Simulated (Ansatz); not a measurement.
One change: `[F][AlH2]` becomes `[F][AlH][PH2]`.

Ansatz, PBE0-D4/def2-TZVP geometries, multiplicity 1. Each molecule was computed in one conformer, which needn't be the lowest.

```
                                                                                  property  `[F][AlH2]`
ideal-gas entropy at 298 K and 1 bar (rigid rotor, harmonic PBE0-D4/def2-TZVP) / J/(mol·K)          241
                                            zero-point energy (PBE0-D4/def2-TZVP) / kJ/mol         40.2
                                                   HOMO–LUMO gap (ωB97M-V/def2-TZVPP) / eV        11.24
                                       vertical ionisation energy (CCSD(T)/CBS(def2)) / eV        11.80
                                                     HOMO energy (ωB97M-V/def2-TZVPP) / eV       -11.01
                                                     HOMO–LUMO gap (B3LYP/def2-TZVPP) / eV         7.00
```

What does the change do to each property? (An estimate is asked.)

The calculation gave: 
```json
{"property": "ideal-gas entropy at 298 K and 1 bar (rigid rotor, harmonic PBE0-D4/def2-TZVP) / J/(mol·K)", "`[F][AlH][PH2]`": "306", "shift": "65"}
{"property": "zero-point energy (PBE0-D4/def2-TZVP) / kJ/mol", "`[F][AlH][PH2]`": "69.4", "shift": "29.2"}
{"property": "HOMO–LUMO gap (ωB97M-V/def2-TZVPP) / eV", "`[F][AlH][PH2]`": "10.02", "shift": "-1.22"}
{"property": "vertical ionisation energy (CCSD(T)/CBS(def2)) / eV", "`[F][AlH][PH2]`": "10.01", "shift": "-1.79"}
{"property": "HOMO energy (ωB97M-V/def2-TZVPP) / eV", "`[F][AlH][PH2]`": "-9.64", "shift": "1.37"}
{"property": "HOMO–LUMO gap (B3LYP/def2-TZVPP) / eV", "`[F][AlH][PH2]`": "5.92", "shift": "-1.08"}
```

With PBE0 the HOMO rises by 1.18 eV and the LUMO rises by 0.11 eV, so the gap narrows by about 1.07 eV. PBE moves the HOMO by 0.94 eV and ωB97M-V by 1.37 eV. The zero-point energy changes by 29.2 kJ/mol with +6 modes.

B3LYP here is the variant with VWN-RPA as its local correlation; programs differ in this.
